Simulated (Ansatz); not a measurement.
The input, for Ansatz 0.2.0:

```yaml
crystal:
  periodic: [false, false, false]
  atoms:
    - {symbol: S, position_ang: [0.000000, 0.000000, 0.000000]}
    - {symbol: Be, position_ang: [0.000000, 0.000000, 2.891000]}
basis:
  gaussian: {orbitals: cc-pVDZ}
total_charge: 1
magnetization: {spin_polarized: false, initial_magnetization: 1}
correlation: {method: fci, electrons: outside_noble_gas}
```

```sh
$ ansatz run in.yaml --threads 1 --pin off --events-out ev --progress --plain --max-ram 2393MiB
```

Log:

```
575 factors; integrals over basis functions are off by at most 2.1e-7 eV
mean field evaluation 1: about -11199.2509 eV, gradient 2.5e1 eV
mean field evaluation 2: about -11199.2686 eV, gradient 2.5e1 eV
mean field evaluation 4: about -11202.4728 eV, gradient 1.0e1 eV
mean field evaluation 8: about -11203.4740 eV, gradient 1.0e0 eV
mean field evaluation 16: about -11203.4906 eV, gradient 7.1e-6 eV
mean field evaluation 32: about -11199.7821 eV, gradient 1.7e1 eV
mean field evaluation 64: about -11202.3113 eV, gradient 3.2e-5 eV
mean field evaluation 96: about -11203.4936 eV, gradient 4.4e-1 eV
mean field evaluation 128: about -11202.4042 eV, gradient 7.3e-1 eV
mean field evaluation 160: about -11197.8596 eV, gradient 1.4e1 eV
mean field evaluation 192: about -11203.4953 eV, gradient 1.6e-1 eV
mean field evaluation 224: about -11200.3050 eV, gradient 3.7e0 eV
mean field evaluation 256: about -11200.0577 eV, gradient 3.0e-6 eV
mean field -11203.84890579 eV, -411.7338530464 hartree, gradient 2.5e-6 eV, S^2 0.750000; 12 other end points of the search recorded, 0 dependent functions left out
mean field evaluation 288: about -11205.1839 eV, gradient 3.3e-4 eV
determinant -11203.84890579 eV, -411.7338530464 hartree, with singles and doubles -11208.29889473 eV, -411.8973871236 hartree
determinant -11203.49057295 eV, -411.7206845573 hartree, with singles and doubles -11207.14494416 eV, -411.8549802220 hartree
determinant -11202.31131577 eV, -411.6773476552 hartree, with singles and doubles -11206.04738202 eV, -411.8146455575 hartree
unrestricted determinant -11205.77646806 eV, -411.8046896533 hartree, S^2 1.7609
6 core orbitals not correlated: weight in the atoms' cores, before any rotation towards them, 1.000 or more for the frozen orbitals, at most 0.000 for the correlated occupied ones
reference -11203.84890579 eV, -411.7338530464 hartree; 4, 3 occupied and 22, 23 virtual orbitals, 575 factors
state -11208.79573091 eV, -411.9156455164 hartree
Total energy: -11208.79573091 eV, -411.9156455164 hartree
```

Ran on 1 thread of Arm Neoverse V2, shared host: 3.2 min wall, 0.95 GiB peak host memory.
